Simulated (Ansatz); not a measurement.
Geometry optimisation, RKS B3LYP/def2-SVPD in Ansatz.

Input:

```yaml
crystal:
  periodic: [false, false, false]
  atoms:
    - { symbol: S, position_ang: [1.44525, -0.50957, -0.54703] }
    - { symbol: C, position_ang: [-0.01437, -0.02342, 0.07535] }
    - { symbol: S, position_ang: [-1.2194, 0.87261, -0.63246] }
    - { symbol: H, position_ang: [2.68462, -1.11407, -0.60117] }
total_charge: -1
basis:
  gaussian: { orbitals: def2-SVPD }
hamiltonian:
  xc: b3lyp
relax:
  f_tol: 0.02
  max_steps: 50
```

Launched with:

```bash
$ ansatz run input.yaml --threads 2 --pin off --max-ram 3072MiB --backend cpu --events-out ev --progress --plain --runs-dir out
```

Question: Where does it end, and by what steps?

Answer: The run converged. Limits of this set-up: the dipole of an ion depends on the origin. After 10 steps the energy has fallen by 2.717 eV; S1 moved furthest, 0.54 Å.

| step | energy less start (eV) | largest force component (eV/Å) | accepted |
| --- | --- | --- | --- |
| 0 | 0.0000 | 5.121 | yes |
| 1 | -0.7717 | 4.297 | yes |
| 2 | -1.8385 | 2.086 | yes |
| 3 | -2.1728 | 1.313 | yes |
| 4 | -2.3847 | 1.020 | yes |
| 5 | -2.3613 | 2.082 | no |
| 6 | -2.5056 | 0.718 | yes |
| 7 | -2.6268 | 0.576 | yes |
| 8 | -2.7071 | 0.422 | yes |
| 9 | -2.7166 | 0.060 | yes |
| 10 | -2.7170 | 0.014 | yes |

```xyz
4
Properties=species:S:1:pos:R:3
S 1.525 -0.345 -1.054
C 0.146 -0.126 0.130
S -1.107 0.777 -0.537
H 2.331 -1.080 -0.244
```

Whether the end is a true minimum wasn't checked by a vibrational analysis.

Run time: 14 s on 2 threads of Arm Neoverse V1, on a shared host, peak memory 0.15 GiB.
